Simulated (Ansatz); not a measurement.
One stationary structure of Ta. All values below come from PBEsol (plane waves to 420 eV, PAW, scalar-relativistic; Ansatz, a quantum-chemistry and plane-wave program).

```xyz
1
Lattice="-1.6410 1.6410 1.6410 1.6410 -1.6410 1.6410 1.6410 1.6410 -1.6410" Properties=species:S:1:pos:R:3 pbc="T T T"
Ta     0.0000     0.0000     0.0000
```

Problem. Find the space group and the Wyckoff positions (tolerance 0.01 Å).

Solution. Space group Im-3m (No. 229); a = b = c = 3.282 Å, α = β = γ = 90.00°

```csv
atom,site,symmetry,x,y,z
Ta,2a,m-3m,0.0000,0.0000,0.0000
```

This is the bcc (W type).

Problem. Give the shortest distances between elements (the closest pairs, up to four, under 3.6 Å).

Solution. Ta–Ta 2.84 Å.

- Volume per atom = 17.68 Å³
- Band gap = no gap (metallic)

No spin polarisation in the result.

Measured for Ta: a 3.299 Å (static lattice; corrected from measurement; as listed in Daniel Mejia-Rodriguez, S. B. Trickey, Phys. Rev. B (2018)). Computed minus measured — a: PBEsol -0.5 %. The computed values are for a static lattice.

It was reached from a disturbed copy of a P6/mmm (No. 191) cell, against which it lies -0.24 eV/atom.
